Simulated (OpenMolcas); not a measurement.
**SiH4 (silane), step by step**

We compute the energy (UHF/STO-3G), then the energy (CASSCF(2,2)/STO-3G), then a single-point energy (CASPT2(2,2)/STO-3G), then the energy (SC-NEVPT2(2,2)/STO-3G), then the energy (MRCI(2,2)/STO-3G) of SiH4 (silane). 

The results are computed with OpenMolcas 26.06.

**1. The molecule**

SiH4 has 5 atoms, charge 0, and is taken as a singlet. SMILES: `[SiH4]`. The Si1–H3 distance was set to 2.227 Å, away from the relaxed value. At this shape a bond of the SMILES string is far longer than usual.

Bond lengths: Si1–H2 1.485 Å, Si1–H4 1.485 Å, Si1–H5 1.485 Å. Angles: H2–Si1–H4 109.5°, H2–Si1–H5 109.5°, H4–Si1–H5 109.5°. A long bond or contact: Si1–H3 2.227 Å.

**2. The energy at UHF/STO-3G (run 1)**

step1.input

```
>>> EXPORT MOLCAS_PRINT=2
&gateway
baslib = $CurrDir
coord
5
angstrom
Si       0.665497      -0.022450      -0.328148
H        1.633097      -0.710850       0.562852
H       -1.331000       0.044900       0.656000
H        0.560397      -0.762750      -1.610648
H        1.133997       1.361350      -0.592248
basis = STO-3G
group = NoSym
&seward
&scf
uhf
scramble = 0.25
prorbitals = 1 1
```

The basis set STO-3G is read from a file made from the Basis Set Exchange's data (not shown).

Launch:

```
$ export MOLCAS_MEM=1860
$ pymolcas step1.input > step1.log
```

The program printed, cut to the lines that bear on the results:

```text
--- Start Module: gateway ---
[...]
--- Stop Module: gateway /rc=_RC_ALL_IS_WELL_ ---
--- Start Module: seward ---
[...]
      Basis functions           13
--- Stop Module: seward /rc=_RC_ALL_IS_WELL_ ---
--- Start Module: scf ---
[...]
       Convergence after  21 Iterations
[...]
::    Total SCF energy                               -287.7755751820
[...]
      Total spin, S                                     0.3978908629
[...]
      Total electronic charge=   18.000000
      Total            charge=   -0.000000
[...]
      Dipole Moment (debye):
      Origin of the operator (angstrom)=    0.6445   -0.0217   -0.3178
                   X=  2.1765E-02               Y= -7.4128E-04               Z= -1.1215E-02           Total=  2.4496E-02
      Quadrupole Moment (debye*angstrom):
[...]
--- Stop Module: scf /rc=_RC_ALL_IS_WELL_ ---
[...]
```

Run time: 1.9 s. Hardware: 1 thread of Arm Neoverse V1, shared host; peak memory 0.37 GiB.

**3. The energy at CASSCF(2,2)/STO-3G (run 2)**

step2.input

```
&GATEWAY
 BasLib
 $CurrDir
 Coord
 5
 angstrom
 Si       0.665497      -0.022450      -0.328148
 H        1.633097      -0.710850       0.562852
 H       -1.331000       0.044900       0.656000
 H        0.560397      -0.762750      -1.610648
 H        1.133997       1.361350      -0.592248
 Basis
 STO-3G
 Group
 NoSym

&SEWARD

&RASSCF
 FileOrb
 $CurrDir/step1.UnaOrb
 Spin
 1
 Nactel
 2 0 0
 Inactive
 8
 Ras2
 2
 OrbListing
 Nothing
 OrbAppear
 Compact
```

The basis set STO-3G is read from a file made from the Basis Set Exchange's data (not shown).

Launch:

```
$ export MOLCAS_MEM=1860
$ pymolcas step2.input > step2.log
```

The program printed, cut to the lines that bear on the results:

```text
--- Start Module: gateway ---
[...]
--- Stop Module: gateway /rc=_RC_ALL_IS_WELL_ ---
--- Start Module: seward ---
[...]
      Basis functions           13
--- Stop Module: seward /rc=_RC_ALL_IS_WELL_ ---
--- Start Module: rasscf ---
[...]
      Number of active orbitals                  2
[...]
      Spin quantum number                      0.0
[...]
      Active orbitals                            2
[...]
      Number of CSFs                             3
[...]
      Number of root(s) required                 1
[...]
      Convergence after  7 iterations
[...]
      printout of CI-coefficients larger than  0.05 for root  1
      energy=    -287.813386
      conf/sym  11     Coeff  Weight
             1  20   0.95049 0.90343
             3  02  -0.31076 0.09657
      Natural orbitals and occupation numbers for root  1
      sym 1:   1.806855   0.193145
      ************************************************************************************************************************
      *                                                    Final results                                                     *
[...]
::    RASSCF root number  1 Total energy:   -287.81338595
[...]
      Total electronic charge=   18.000000
      Total            charge=   -0.000000
[...]
      Dipole Moment (debye):
      Origin of the operator (angstrom)=    0.6445   -0.0217   -0.3178
                   X=  4.1966E-02               Y= -1.4149E-03               Z= -2.1199E-02           Total=  4.7037E-02
      Quadrupole Moment (debye*angstrom):
[...]
--- Stop Module: rasscf /rc=_RC_ALL_IS_WELL_ ---
[...]
```

It took 1.6 s on 1 thread of Arm Neoverse V1, shared host; peak memory 0.37 GiB.

**4. A single-point energy at CASPT2(2,2)/STO-3G (run 3)**

step3.inp

```
* H4Si CASPT2

&GATEWAY
  BasLib
  $CurrDir
  Coord
  5
  angstrom
  Si       0.665497      -0.022450      -0.328148
  H        1.633097      -0.710850       0.562852
  H       -1.331000       0.044900       0.656000
  H        0.560397      -0.762750      -1.610648
  H        1.133997       1.361350      -0.592248
  Basis
  STO-3G
  Group
  NoSym

&SEWARD

&RASSCF
  FileOrb
  $CurrDir/step2.RasOrb
  Spin
  1
  Nactel
  2 0 0
  Inactive
  8
  Ras2
  2
  OrbListing
  Nothing
  OrbAppear
  Compact

&CASPT2
  Imaginary
  0.1
  Frozen
  5
```

The basis set STO-3G is read from a file made from the Basis Set Exchange's data (not shown).

Launch:

```
$ export MOLCAS_MEM=1860
$ pymolcas step3.inp > step3.log
```

The program printed, cut to the lines that bear on the results:

```text
--- Start Module: gateway ---
[...]
--- Stop Module: gateway /rc=_RC_ALL_IS_WELL_ ---
[...]
      Basis functions           13
[...]
--- Start Module: rasscf ---
[...]
      Number of active orbitals                  2
[...]
      Spin quantum number                      0.0
[...]
      Active orbitals                            2
[...]
      Number of CSFs                             3
[...]
      Number of root(s) required                 1
[...]
      Convergence after  4 iterations
[...]
      printout of CI-coefficients larger than  0.05 for root  1
      energy=    -287.813386
      conf/sym  11     Coeff  Weight
             1  20   0.95049 0.90343
             3  02  -0.31076 0.09657
      Natural orbitals and occupation numbers for root  1
      sym 1:   1.806855   0.193145
      ************************************************************************************************************************
      *                                                    Final results                                                     *
[...]
::    RASSCF root number  1 Total energy:   -287.81338595
[...]
      Total electronic charge=   18.000000
      Total            charge=   -0.000000
[...]
      Dipole Moment (debye):
      Origin of the operator (angstrom)=    0.6445   -0.0217   -0.3178
                   X=  4.1966E-02               Y= -1.4150E-03               Z= -2.1199E-02           Total=  4.7038E-02
      Quadrupole Moment (debye*angstrom):
[...]
--- Stop Module: rasscf /rc=_RC_ALL_IS_WELL_ ---
--- Start Module: caspt2 ---
[...]
 ###    WARNING: User changed nr of frozen orbitals.                         ###
 ###############################################################################
[...]
      E2 (Variational):          -0.0366012961
      Total energy:            -287.8499872488
[...]
      Reference weight:           0.98165
[...]
::    CASPT2 Root  1     Total energy:   -287.84998725
[...]
--- Stop Module: caspt2 /rc=_RC_ALL_IS_WELL_ ---
[...]
```

Run time: 1.6 s. Hardware: 1 thread of Arm Neoverse V1, shared host; peak memory 0.37 GiB.

**5. The energy at SC-NEVPT2(2,2)/STO-3G (run 4)**

step4.input

```
&GATEWAY
BasLib = $CurrDir
Coord
5
angstrom
Si       0.665497      -0.022450      -0.328148
H        1.633097      -0.710850       0.562852
H       -1.331000       0.044900       0.656000
H        0.560397      -0.762750      -1.610648
H        1.133997       1.361350      -0.592248
Basis = STO-3G
Group = NoSym
&SEWARD
&RASSCF
FileOrb = $CurrDir/step2.RasOrb
Spin = 1
Nactel = 2 0 0
Inactive = 8
Ras2 = 2
OrbListing = Nothing
OrbAppear = Compact
&CASPT2
SC-NEVPT2
Frozen = 5
```

The basis set STO-3G is read from a file made from the Basis Set Exchange's data (not shown).

Launch:

```
$ export MOLCAS_MEM=1860
$ pymolcas step4.input > step4.log
```

The program printed, cut to the lines that bear on the results:

```text
--- Start Module: gateway ---
[...]
--- Stop Module: gateway /rc=_RC_ALL_IS_WELL_ ---
[...]
      Basis functions           13
[...]
--- Start Module: rasscf ---
[...]
      Number of active orbitals                  2
[...]
      Spin quantum number                      0.0
[...]
      Active orbitals                            2
[...]
      Number of CSFs                             3
[...]
      Number of root(s) required                 1
[...]
      Convergence after  4 iterations
[...]
      printout of CI-coefficients larger than  0.05 for root  1
      energy=    -287.813386
      conf/sym  11     Coeff  Weight
             1  20   0.95049 0.90343
             3  02  -0.31076 0.09657
      Natural orbitals and occupation numbers for root  1
      sym 1:   1.806855   0.193145
      ************************************************************************************************************************
      *                                                    Final results                                                     *
[...]
::    RASSCF root number  1 Total energy:   -287.81338595
[...]
      Total electronic charge=   18.000000
      Total            charge=   -0.000000
[...]
      Dipole Moment (debye):
      Origin of the operator (angstrom)=    0.6445   -0.0217   -0.3178
                   X=  4.1966E-02               Y= -1.4150E-03               Z= -2.1199E-02           Total=  4.7038E-02
      Quadrupole Moment (debye*angstrom):
[...]
--- Stop Module: rasscf /rc=_RC_ALL_IS_WELL_ ---
--- Start Module: caspt2 ---
[...]
 ###    WARNING: User changed nr of frozen orbitals.                         ###
 ###############################################################################
[...]
      E2 (Variational):          -0.0361694530
[...]
      E2 (Variational):          -0.0361551882
      Total energy:            -287.8495411409
[...]
      Reference weight:           0.98201
[...]
::    SC-NEVPT2 Root  1     Total energy:   -287.84954114
[...]
--- Stop Module: caspt2 /rc=_RC_ALL_IS_WELL_ ---
[...]
```

Wall time 1.6 s (1 thread of Arm Neoverse V1, shared host); peak memory 0.37 GiB.

**6. The energy at MRCI(2,2)/STO-3G (run 5)**

step5.input

```
&GATEWAY
BasLib=$CurrDir
Coord
5
angstrom
Si       0.665497      -0.022450      -0.328148
H        1.633097      -0.710850       0.562852
H       -1.331000       0.044900       0.656000
H        0.560397      -0.762750      -1.610648
H        1.133997       1.361350      -0.592248
Basis=STO-3G
Group=NoSym
&SEWARD
&RASSCF
FileOrb=$CurrDir/step2.RasOrb
Spin=1
Nactel=2 0 0
Inactive=8
Ras2=2
OrbListing=Nothing
OrbAppear=Compact
&MOTRA
LumOrb
Frozen=5
&GUGA
Electrons=8
Spin=1
Inactive=3
Active=2
CIAll=1
&MRCI
SDCI
```

The basis set STO-3G is read from a file made from the Basis Set Exchange's data (not shown).

Launch:

```
$ export MOLCAS_MEM=1860
$ pymolcas step5.input > step5.log
```

The program printed, cut to the lines that bear on the results:

```text
--- Start Module: gateway ---
[...]
--- Stop Module: gateway /rc=_RC_ALL_IS_WELL_ ---
[...]
      Basis functions           13
[...]
      Number of active orbitals                  2
[...]
      Spin quantum number                      0.0
[...]
      Active orbitals                            2
[...]
      Number of CSFs                             3
[...]
      Number of root(s) required                 1
[...]
      Convergence after  4 iterations
[...]
      printout of CI-coefficients larger than  0.05 for root  1
      energy=    -287.813386
      conf/sym  11     Coeff  Weight
             1  20   0.95049 0.90343
             3  02  -0.31076 0.09657
      Natural orbitals and occupation numbers for root  1
      sym 1:   1.806855   0.193145
      ************************************************************************************************************************
      *                                                    Final results                                                     *
[...]
::    RASSCF root number  1 Total energy:   -287.81338595
[...]
      Dipole Moment (debye):
      Origin of the operator (angstrom)=    0.6445   -0.0217   -0.3178
                   X=  4.1966E-02               Y= -1.4150E-03               Z= -2.1199E-02           Total=  4.7038E-02
      Quadrupole Moment (debye*angstrom):
[...]
      *** WARNING: Default frozen orbitals is overwritten by user input.
      *** Default values:   2
[...]
--- Start Module: guga ---
[...]
--- Stop Module: guga /rc=_RC_ALL_IS_WELL_ ---
--- Start Module: mrci ---
[...]
       (But an ACPF correction will be computed)
       USE THE DEFAULT ACPF G-VALUE GFAC=  0.25000000000000000
[...]
                      CI ENERGY:  -287.86743342
[...]
                ACPF CORRECTION:    -0.00168416
[...]
      Total electronic charge=   18.000000
      Total            charge=   -0.000000
[...]
     ACPF CORRECTION:     -0.00168416
[...]
  CI State   1     Total energy:   -287.86743342     QDav:     -0.00226911     QACPF:     -0.00168416
[...]
--- Stop Module: mrci /rc=_RC_ALL_IS_WELL_ ---
[...]
```

Wall time 1.7 s (1 thread of Arm Neoverse V1, shared host); peak memory 0.37 GiB.

**7. What came out**

```
                                                    quantity          value
                             run 1, UHF/STO-3G: total energy  -287.77558 Eh
                            run 1, UHF/STO-3G: dipole moment         0.02 D
                              run 1, UHF/STO-3G: HOMO energy       -7.31 eV
                              run 1, UHF/STO-3G: LUMO energy        6.91 eV
                            run 1, UHF/STO-3G: HOMO–LUMO gap       14.22 eV
                                     run 1, UHF/STO-3G: ⟨S²⟩          0.556
                     run 2, CASSCF(2,2)/STO-3G: total energy  -287.81339 Eh
   run 2, CASSCF(2,2)/STO-3G: dipole moment (CASSCF density)         0.05 D
                     run 3, CASPT2(2,2)/STO-3G: total energy  -287.84999 Eh
   run 3, CASPT2(2,2)/STO-3G: dipole moment (CASSCF density)         0.05 D
                  run 4, SC-NEVPT2(2,2)/STO-3G: total energy  -287.84954 Eh
run 4, SC-NEVPT2(2,2)/STO-3G: dipole moment (CASSCF density)         0.05 D
                       run 5, MRCI(2,2)/STO-3G: total energy  -287.86743 Eh
     run 5, MRCI(2,2)/STO-3G: dipole moment (CASSCF density)         0.05 D
```

**Reading.** ⟨S²⟩ (run 1, UHF/STO-3G) is 0.56 where a pure singlet has 0.00: the reference is spin-contaminated. Mulliken charges (run 1, UHF/STO-3G) run from -0.15 on H2 to +0.55 on Si1. Mulliken charges (run 3, CASPT2(2,2)/STO-3G) of the CASSCF density run from -0.15 on H2 to +0.55 on Si1; they depend strongly on the basis. Mulliken charges (run 4, SC-NEVPT2(2,2)/STO-3G) of the CASSCF density run from -0.15 on H2 to +0.55 on Si1. Mulliken charges (run 5, MRCI(2,2)/STO-3G) of the CASSCF density run from -0.15 on H2 to +0.55 on Si1.
